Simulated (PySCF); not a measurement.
Species: C6H5F.
SMILES with atom numbers: `[F:1][c:2]1[cH:3][cH:4][cH:5][cH:6][cH:7]1` (hydrogens: H8 on C3; H9 on C4; H10 on C5; H11 on C6; H12 on C7)

Level: wB97X-D/pcSseg-2 in PySCF, non-relativistic, on one gas-phase PBE0-D3(BJ)/def2-TZVP geometry that isn't relaxed in the solvent. The solvent is an IEF-PCM continuum (Bondi radii, 1.10 Å for H, scaled by 1.2). Only the electrostatic response of the medium enters.

Gas phase at wB97X-D/pcSseg-2: HOMO -9.01 eV, LUMO 1.20 eV, dipole 1.52 D.

Problem. What does the continuum do to the energy, the frontier levels and the dipole at wB97X-D/pcSseg-2 in chloroform?

Solution. 
```tsv
solvent	ε	E(solvent) − E(gas) (kcal/mol)	polarisation term (kcal/mol)	distortion of the solute (kcal/mol)	HOMO (eV)	LUMO (eV)	dipole (D)
chloroform	4.711	-2.15	-2.35	0.20	-8.99	1.26	1.82
```

Polarisation term: ½ Σ q·V over the induced surface charges. Distortion: the rise of the solute's own energy as its density leaves the gas-phase optimum.

Problem. Which radius a makes the point-dipole formula ΔE = −[(ε − 1)/(2ε + 1)]·μ²/a³ give the value in chloroform, with the gas-phase dipole?

Solution. μ = 0.598 au and |ΔE| = 0.00342 Eh give a = 1.77 Å; the farthest nucleus lies 2.68 Å from the centroid of the nuclei, so such a sphere wouldn't even hold the nuclei. The formula assumes a rigid point dipole at the centre of a sphere.

The run took 28 s wall, 65 s CPU on an Intel Xeon 6975P-C with 2 threads, on a shared host, and the process peaked at 2.5 GiB of memory. This is the whole shielding run at wB97X-D/pcSseg-2 in chloroform, SCF included.

The pairwise dispersion term of wB97X-D wasn't added to the energies; at a given geometry it leaves orbitals and properties as they are.
